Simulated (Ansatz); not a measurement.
A nudged elastic band was laid between two geometries of C2H7Al (10 atoms, charge 0, multiplicity 1).

These are results of RKS PBE0-D4/6-31G* in Ansatz 0.2.0, not measurements.

```json
{
  "movable images": "5",
  "climbing image": "yes",
  "spring": "5.0 eV/Å²",
  "optimiser": "quadratic models (default)",
  "start path": "through a guess of the saddle point",
  "force threshold": "0.05 eV/Å",
  "iteration limit": "60",
  "end points": "relaxed"
}
```

First end point:

```xyz
10
Properties=species:S:1:pos:R:3
Al 0.463 0.013 -0.038
C 0.984 0.116 1.857
H 0.066 0.072 2.464
H 1.514 -0.817 2.107
C 1.830 1.327 2.263
H 2.086 1.312 3.331
H 2.772 1.369 1.704
H 1.305 2.271 2.069
H 0.972 1.095 -1.101
H -0.488 -1.168 -0.549
```

Last end point:

```xyz
10
Properties=species:S:1:pos:R:3
Al -0.677 0.750 -0.435
C 1.868 -0.106 1.405
H 0.961 -0.699 1.217
H 2.476 -0.690 2.105
C 1.530 1.260 1.984
H 0.946 1.173 2.905
H 2.436 1.835 2.202
H 0.941 1.871 1.280
H 2.431 -0.023 0.469
H -1.408 0.218 0.977
```

Q: What changes between the two ends?

A: Bonds broken: Al1–C2, Al1–H9. Bonds formed: C2–H9. C2H7Al becomes AlH + C2H6.

Q: What energy profile does the band end with?

A: The forces met the threshold. The highest image is number 4 of 0 to 6, 57.5 kcal/mol above the first end and 38.2 kcal/mol above the last; the last end lies 19.3 kcal/mol above the first. Neighbouring images differ by up to 2.3 eV, so the band resolves the path poorly. A vibrational analysis at the climbing image gives one clearly imaginary mode, 929i cm⁻¹: a first-order saddle point. The orbitals stay closed-shell, which can raise the energy where a bond breaks towards radicals; this wasn't checked here.

| image | path coordinate (Å) | energy (kcal/mol) | Al1–C2 (Å) | Al1–H9 (Å) | C2–H9 (Å) |
| --- | --- | --- | --- | --- | --- |
| 0 | 0.00 | 0.0 | 1.97 | 1.60 | 3.12 |
| 1 | 1.51 | 0.4 | 1.97 | 1.60 | 3.09 |
| 2 | 3.01 | 2.0 | 1.96 | 1.60 | 3.14 |
| 3 | 4.52 | 4.3 | 1.93 | 1.58 | 2.94 |
| 4 | 6.03 | 57.5 | 2.34 | 1.60 | 1.83 |
| 5 | 7.21 | 21.0 | 3.01 | 2.46 | 1.11 |
| 6 | 8.39 | 19.3 | 3.26 | 3.33 | 1.10 |

Q: What is the geometry of the highest image?

A: 
```xyz
10
Properties=species:S:1:pos:R:3
Al 0.327 0.709 -0.028
C 1.544 -0.195 1.751
H 0.813 -0.833 2.237
H 2.530 -0.634 1.639
C 1.467 1.240 1.985
H 0.696 1.553 2.689
H 2.423 1.735 2.180
H 1.196 1.906 0.975
H 1.548 -0.328 -0.076
H -1.039 0.437 0.757
```

The band took 21 iterations and roughly 4 core-minutes.

The run took 4.2 min on 1 thread of Arm Neoverse V1, with other jobs on the host, peak memory 0.12 GiB.
